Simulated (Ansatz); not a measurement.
CH5Si (SMILES C[SiH2]): the energy, rung by rung

CH5Si: 7 atoms, total charge 0, spin state doublet. As SMILES, `C[SiH2]`. Geometry: relaxed at PBE0-D4/def2-TZVP.

```csv
atom,x (Å),y (Å),z (Å)
C,-0.1226,-0.8032,0.0952
Si,0.1762,1.0348,0.3140
H,-0.2048,-1.0549,-0.9666
H,0.6992,-1.3833,0.5195
H,-1.0471,-1.1077,0.5895
H,-0.9515,1.8464,-0.2257
H,1.4506,1.4680,-0.3260
```

Quantity: the energy change with the C1–Si2 bond stretched from 1.875 to 3.750 Å, in eV. The values are calculated.

```json
{"level": "USVWN5/STO-3G", "kind": "LDA", "program": "Ansatz", "value (eV)": "5.35", "CPU time (all runs)": "2.5 s"}
{"level": "U-revPBE/STO-3G", "kind": "GGA", "program": "Ansatz", "value (eV)": "4.56", "CPU time (all runs)": "4.9 s"}
{"level": "UPBE/STO-3G", "kind": "GGA", "program": "Ansatz", "value (eV)": "4.77", "CPU time (all runs)": "5.2 s"}
{"level": "U-r2SCAN/STO-3G", "kind": "meta-GGA", "program": "Ansatz", "value (eV)": "4.68", "CPU time (all runs)": "14 s"}
{"level": "UB3LYP/STO-3G", "kind": "global hybrid", "program": "Ansatz", "value (eV)": "4.52", "CPU time (all runs)": "5.4 s"}
{"level": "UBHLYP/STO-3G", "kind": "global hybrid", "program": "Ansatz", "value (eV)": "4.48", "CPU time (all runs)": "6.3 s"}
{"level": "UHSE06/STO-3G", "kind": "range-separated hybrid", "program": "Ansatz", "value (eV)": "4.76", "CPU time (all runs)": "8.1 s"}
{"level": "RPA@PBE/STO-3G", "kind": "RPA", "program": "Ansatz", "value (eV)": "4.27", "CPU time (all runs)": "6.3 s"}
{"level": "UMP2/STO-3G", "kind": "perturbation theory", "program": "Ansatz", "value (eV)": "4.36", "CPU time (all runs)": "0.38 s"}
{"level": "UCCSD/STO-3G", "kind": "coupled cluster or CI", "program": "Ansatz", "value (eV)": "4.19", "CPU time (all runs)": "0.61 s"}
```

The first shape isn't each level's own minimum. The values span 4.19 to 5.35 eV. Spin contamination of the reference (⟨S²⟩ at least 0.1 too high) touches U-revPBE/STO-3G, UPBE/STO-3G, U-r2SCAN/STO-3G, UB3LYP/STO-3G, UBHLYP/STO-3G, UHSE06/STO-3G, RPA@PBE/STO-3G, UMP2/STO-3G, UCCSD/STO-3G. All rows use very small basis sets, so none should be taken for the real molecule's value. In so small a basis fixed costs decide the times, and correlated methods can beat functionals. Times are those of the runs behind each value, whatever else they computed, on shared processors of several kinds: orders of magnitude only.
